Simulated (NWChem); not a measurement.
System: HS, doublet; SMILES [SH]

Input file for NWChem:

```
start job
memory heap 200 mb stack 900 mb global 1100 mb
geometry units angstroms noautosym nocenter noautoz
  S      0.000000     0.000000    -0.102418
  H      0.000000     0.000000     1.276367
end
basis spherical
  * library iglo-ii
end
dft
  odft
  mult 2
  xc pbe0
  iterations 150
end
property
  hyperfine
end
task dft property
```

NWChem printed, in part:

```
             Northwest Computational Chemistry Package (NWChem) 7.3.0
             --------------------------------------------------------

                             Geometry "geometry" -> ""
                             -------------------------

 Output coordinates in angstroms (scale by  1.889725989 to convert to a.u.)

  No.       Tag          Charge          X              Y              Z
 ---- ---------------- ---------- -------------- -------------- --------------
    1 S                   16.0000     0.00000000     0.00000000    -0.10241800
    2 H                    1.0000     0.00000000     0.00000000     1.27636700

 Effective nuclear repulsion energy (a.u.)       6.1407949637

                              NWChem Property Module
                              ----------------------

  itol2e modified to match energy
  convergence criterion.

                                 NWChem DFT Module
                                 -----------------

 Summary of "ao basis" -> "ao basis" (spherical)
 ------------------------------------------------------------------------------
       Tag                 Description            Shells   Functions and Types
 ---------------- ------------------------------  ------  ---------------------
 S                          iglo-ii                 15       35   7s6p2d
 H                          iglo-ii                  4        6   3s1p

  itol2e modified to match energy
  convergence criterion.

            General Information
            -------------------
          SCF calculation type: DFT
          Wavefunction type:  spin polarized.
          No. of atoms     :     2
          No. of electrons :    17
           Alpha electrons :     9
            Beta electrons :     8
          Charge           :     0
          Spin multiplicity:     2
          Use of symmetry is: off; symmetry adaption is: off
          Maximum number of iterations: 150
          AO basis - number of functions:    41
                     number of shells:    19
          Convergence on energy requested:  1.00D-07
          Convergence on density requested:  1.00D-05
          Convergence on gradient requested:  5.00D-04

              XC Information
              --------------
                         PBE0 Method XC Functional
                     Hartree-Fock (Exact) Exchange  0.250
          PerdewBurkeErnzerhof Exchange Functional  0.750
            Perdew 1991 LDA Correlation Functional  1.000 local
           PerdewBurkeErnz. Correlation Functional  1.000 non-local

[...]

          ----------------------
          Hyperfine Interactions
          ----------------------

 Total Spin Density (Fermi Contact Term)
 ------------------ --------------------
     Atom            x         y         z       Density (a.u.)      Aiso(MHz)     Aiso(Gauss)
     1  33-S      0.00000   0.00000  -0.19354       0.017233          5.919155       2.112098
     2   1-H      0.00000   0.00000   2.41198      -0.009570        -42.774580     -15.263008

           -------------------------------------------
           Anisotropic Interaction (Spin-Dipolar Term)
           -------------------------------------------

 ------------------------------------------------------------
     Atom            x         y         z
 ------------------------------------------------------------
     1  33-S      0.00000   0.00000  -0.19354

   Spin-Dipolar term (a.u.)
        xx             yy             zz             xy             xz             yz
 ------------------------------------------------------------------------------------------
      -1.980788       4.077554      -2.096766      -1.011419       0.000000      -0.000000

   Principal Comp. of -hf- tensor (au)            Anisotropic -hfcc- (MHz)               Anisotropic -hfcc- (Gauss)
 --------------------------------------------------------------------------------------------------------------------------
     -2.145180     4.241946    -2.096766     -87.950420   173.915927   -85.965507     -31.382844    62.057423   -30.674579

   Orientation of the principal axis of Hyperfine Tensor w.r.t absolute (molecular) frame
 --------------------------------------------------------------------------------------------------------------------------
      0.987047    -0.160431     0.000000
      0.160431     0.987047     0.000000
     -0.000000    -0.000000     1.000000

 ------------------------------------------------------------
     Atom            x         y         z
 ------------------------------------------------------------
     2   1-H      0.00000   0.00000   2.41198

   Spin-Dipolar term (a.u.)
        xx             yy             zz             xy             xz             yz
 ------------------------------------------------------------------------------------------
      -0.040830      -0.000987       0.041817      -0.006652       0.000000      -0.000000

   Principal Comp. of -hf- tensor (au)            Anisotropic -hfcc- (MHz)               Anisotropic -hfcc- (Gauss)
 --------------------------------------------------------------------------------------------------------------------------
     -0.041911     0.000094     0.041817     -22.361923     0.050140    22.311783      -7.979277     0.017891     7.961386

   Orientation of the principal axis of Hyperfine Tensor w.r.t absolute (molecular) frame
 --------------------------------------------------------------------------------------------------------------------------
      0.987047    -0.160431     0.000000
      0.160431     0.987047    -0.000000
      0.000000     0.000000     1.000000
```

Level: PBE0/IGLO-II, spin-unrestricted, contact and dipolar terms. The state is orbitally degenerate and is run as one real component. The geometry was optimised at PBE-D3(BJ)/def2-SVP, spin-unrestricted. No stability test was run on the SCF state.
